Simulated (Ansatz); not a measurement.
Ideal-gas functions of C3H5Cl, SMILES `C/C=C/Cl` at 500 K and 1 bar, from an Ansatz frequency run at PBE0-D4/def2-TZVP.

Molar mass 76.53 g/mol, point group Cs (symmetry number 1), electronic degeneracy 1, moments of inertia 11.998, 206.151, 215.037 u Å². Harmonic wavenumbers (cm⁻¹, unscaled): 205, 239, 258, 430, 792, 822, 966, 975, 1063, 1124, 1267, 1317, 1406, 1469, 1479, 1719, 3041, 3098, 3131, 3179, 3209.

Use S(trans) = R[1.5 ln M + 2.5 ln T − 1.1517]; rotational temperatures θ = 24.2544 K / I; S(rot) = R[ln(√π/σ · √(T³/θAθBθC)) + 1.5]; for each mode x = 1.438777 ν̃/T, S = R[x/(eˣ − 1) − ln(1 − e⁻ˣ)] and H = RT x/(eˣ − 1); 1 cm⁻¹ = 0.0119627 kJ/mol; R = 8.31446 J/(mol·K).

Question: By hand: the entropy, in J/(mol·K).

Answer: Translation 173.7. Rotation: θ = 2.0215, 0.1177, 0.1128 K, giving 109.8. Vibration, mode by mode: 12.82, 11.59, 10.98, 7.05, 3.06, 2.86, 2.06, 2.02, 1.65, 1.44, 1.03, 0.92, 0.75, 0.64, 0.63, 0.35, 0.01, 0.01, 0.01, 0.01, 0.01, in all 59.9. Electronic 0.0. Sum 343.4 J/(mol·K).

Question: By hand: H − E and G − E in kJ/mol, counted from the electronic energy.

Answer: Zero-point energy ½ × 31189 × 0.0119627 = 186.6; thermal vibration 17.4; translation, rotation and pV give 4 RT = 16.6. H − E = 220.6 kJ/mol, and G − E = 220.6 − 500 × 343.4/1000 = 48.9 kJ/mol.

Vibration gives 17 % of the entropy.
